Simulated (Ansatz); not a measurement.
# Worked example: correlation energy of B–BH–F⁺, quartet

Geometry: that of the B–BH–F, triplet, kept fixed. The doublet lies 3.2 eV lower here.

```yaml
atoms:
  - { symbol: B, position_ang: [0.0000, -0.2860, 1.6155] }
  - { symbol: B, position_ang: [0.0000, 0.4445, 0.1548] }
  - { symbol: F, position_ang: [0.0000, -0.1777, -1.0181] }
  - { symbol: H, position_ang: [0.0000, 1.6488, 0.2021] }
```

Basis cc-pVDZ; Ansatz 0.2.0. Correlated methods freeze the noble-gas cores, which leaves 13 electrons in 44 orbitals. R marks a restricted (for open shells ROHF) determinant, U an unrestricted one.

Full CI isn't at hand for all of this; UCCSDT(Q) serves as the reference, and is uncertain by about the last step of the cluster series.

Runs differ by some tens of microhartree through their thresholds and, for an open shell, their frozen cores, so steps under 0.03 kcal/mol mean nothing.

| level | total energy (hartree) |
| --- | --- |
| UHF | -148.884444 |
| UMP2 | -149.168364 |
| UCCSD | -149.190110 |
| UCCSD(T) | -149.199295 |
| UCCSDT | -149.200708 |
| UCCSDT(Q) | -149.201554 |

Question: What is the correlation energy at UCCSDT(Q), and what share of it do UMP2 and UCCSDT recover?

Answer: E(corr) = -149.201554 − (-148.884444) = -0.317110 hartree = -8.629 eV. UMP2: -0.283920 / -0.317110 = 89.53 %. UCCSDT: -0.316264 / -0.317110 = 99.73 %.

Question: By how many kcal/mol does UCCSD(T) miss UCCSDT(Q) (1 hartree = 627.509 kcal/mol), and which steps make up the rest?

Answer: -149.199295 − (-149.201554) = 0.002259 hartree = 1.42 kcal/mol. Steps: UCCSDT − UCCSD(T) = -0.89, UCCSDT(Q) − UCCSDT = -0.53 kcal/mol. Differences between like states or geometries often cancel part of this.
